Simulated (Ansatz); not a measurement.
A calculation with Ansatz (development build ahead of 0.2.0).

```yaml
crystal:
  periodic: [false, false, false]
  atoms:
    - { symbol: Si, position_ang: [0.0, 0.0, 0.0] }
    - { symbol: Mg, position_ang: [0.0, 0.0, 5.355] }
basis:
  gaussian: { orbitals: pcseg-2 }
magnetization:
  initial_magnetization: 2
hamiltonian:
  xc: pbe0
```

The input is written out in the form of the current development build from the run's settings.

Results

```
Converged                       : yes
Total energy                    : -489.22028 hartree
Spin squared of the determinant : 2.000
Stability test                  : minimum among restricted orbitals
```

Caution: stretched shape with no unrestricted run beside it, a lower state can exist; charge can spread falsely over distant fragments.
